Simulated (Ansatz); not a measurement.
**HO (doublet): the correlation ladder, cc-pVQZ**

One table from this session's results is given with a row withheld; the runs are named, their logs left out.

Program: Ansatz 0.2.0, Gaussian basis. Level of theory: cc-pVQZ, core rule «outside noble gas», up to 1 orbitals frozen. These are calculated values, not measurements.

Plan: UHF; CCSD(T) on ROHF; CCSD(T) on UHF; BCCD(T) on ROHF; CASSCF and NEVPT2, 7 electrons in 5 orbitals.

34 further runs of the same task are left out: 34 set aside as unsound or not needed.

**The system**

The geometry is an MP2(full)/6-31G* stationary point (not a proven minimum).

2 atoms, charge 0, spin multiplicity 2.

Atoms are counted from 1 here; the program's logs count them from 0.

Bond lengths: O1–H2 0.979 Å.

The first run:

Contents of in.yaml:

```yaml
crystal:
  periodic: [false, false, false]
  atoms:
    - {symbol: O, position_ang: [0.000000, 0.000000, 0.000000]}
    - {symbol: H, position_ang: [0.000000, 0.000000, 0.979070]}
basis:
  gaussian: {orbitals: cc-pVQZ}
magnetization: {spin_polarized: true, initial_magnetization: 1}
hamiltonian: {xc: hf}
output: {orbitals: {seedname: orbitals}}
```

The run is started by

```bash
$ ansatz run in.yaml --threads 1 --pin off --events-out ev --progress --plain --max-ram 2764MiB --backend cpu
```

Steps of the session up to this table: UHF; CCSD(T) on ROHF; CCSD(T) on UHF; BCCD(T) on ROHF; CASSCF and NEVPT2, 7 electrons in 5 orbitals.

One table of the session follows, with a row left open; its other results are not shown here.

It belongs to the step «Misses and costs». 

| method | from RCCSD(T) (meV) |
| --- | --- |
| ROHF | +6559.8 |
| UHF | +6423.6 |
| RMP2 | +479.1 |
| UMP2 | ? |
| RCCSD | +171.1 |
| UCCSD | +168.0 |
| RCCSD(T) | 0 |
| UCCSD(T) | -1.1 |
| BCCD(T) | +0.1 |
| CASSCF valence | +5869.9 |
| NEVPT2 valence | +795.3 |

**Question.** Estimate the row for UMP2.

The run gave: from RCCSD(T) (meV): +492.7. In the column «from RCCSD(T) (meV)» it lies between RMP2 (+479.1) and NEVPT2 valence (+795.3).

With the free atoms at the same levels and basis (separate runs), the atomisation energy is 4.574 eV at RCCSD(T), 4.573 eV at UCCSD(T), 2.984 eV at ROHF.

Limits of these values: Restricted and unrestricted rows rest on different reference determinants; where their highest levels disagree by more than a few hundredths of an eV, they describe different states and don't form one ladder.
